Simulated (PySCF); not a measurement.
Problem. What does the GFN2-xTB structure of `[C-]#CC(F)F` look like in three dimensions? (Charge -1.)

Solution. 
```xyz
6
C3HF2 angstrom
C      2.264   -0.024   -0.042
C      1.032   -0.011   -0.016
C     -0.399   -0.003    0.063
F     -1.027    1.168   -0.430
F     -1.054   -1.009   -0.689
H     -0.813   -0.119    1.092
```

Any rigid rotation of these coordinates is as good. Atoms count from 1 in this order. The C–C distances run from 1.233 Å (C1≡C2, drawn triple) to 1.433 Å (C2–C3, drawn single), a spread of 0.200 Å.

Bonds between heavy atoms (Å): C1≡C2 1.233, C2–C3 1.433, C3–F4 1.417, C3–F5 1.417.

Computed geometry: GFN2-xTB, gas phase.

Point group: Cs (every atom within 0.08 Å of its image). Not checked by GFN2-xTB frequencies.

***

What does the GFN2-xTB structure of `O=P(O)(O)O` look like in three dimensions?

Z-matrix in Å and degrees, rows numbered from 1:
```
O 
P   1  1.4564
O   2  1.6014  1  115.30
O   2  1.6068  1  114.02  3   119.13
O   2  1.5784  1  116.62  3  -120.10
H   3  0.9546  2  109.23  1    18.02
H   4  0.9547  2  108.68  1     1.78
H   5  0.9567  2  110.75  1   177.77
```

P2 (phosphoryl phosphorus) is distorted tetrahedral (angles from 102.3° to 116.6°). The 4 O–P bonds span 1.456 Å (O1=P2, drawn double) to 1.607 Å (P2–O4, drawn single), a spread of 0.151 Å.

Computed geometry: GFN2-xTB, gas phase.

Point group: near Cs, missed by 0.14 Å at most; the miss may be what the optimiser left on a soft mode. No frequency check. One conformer, not necessarily the lowest (O1–P2–O3–H 18°, O1–P2–O4–H 2°, O1–P2–O5–H 178°).
